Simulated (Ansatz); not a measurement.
formamide (SMILES NC=O) moved off its minimum; all values from Ansatz (an electronic-structure program), cores frozen in correlated methods.
(charge 0, multiplicity 1)
```xyz
6

N     -0.99675     0.20669     0.07504
C      0.27185     0.25475    -0.08049
O      1.02512    -0.59611    -0.10189
H     -1.45564    -0.72060     0.20380
H     -1.64875     0.92890     0.13636
H      0.52313     1.36843    -0.09074
```

Forces at wB97M-V/def2-TZVPP (eV/Å):

```json
[
 {"atom": "N1", "Fx": "-5.271", "Fy": "-3.973", "Fz": "0.705"},
 {"atom": "C2", "Fx": "-0.674", "Fy": "7.597", "Fz": "0.314"},
 {"atom": "O3", "Fx": "4.835", "Fy": "-5.656", "Fz": "-0.393"},
 {"atom": "H4", "Fx": "0.797", "Fy": "0.992", "Fz": "-0.248"},
 {"atom": "H5", "Fx": "-0.284", "Fy": "1.608", "Fz": "-0.042"},
 {"atom": "H6", "Fx": "0.597", "Fy": "-0.568", "Fz": "-0.336"}
]
```

**Question.** Give the forces (eV/Å), the total energy and the dipole at CCSD(T)/cc-pVTZ.

**Answer.** 
```tsv
atom	Fx	Fy	Fz
N1	-5.589	-3.970	0.743
C2	-0.758	8.052	0.304
O3	5.271	-6.138	-0.412
H4	0.804	0.990	-0.252
H5	-0.281	1.632	-0.043
H6	0.553	-0.566	-0.339
```
Energy -169.6170 hartree, dipole 3.77 D.
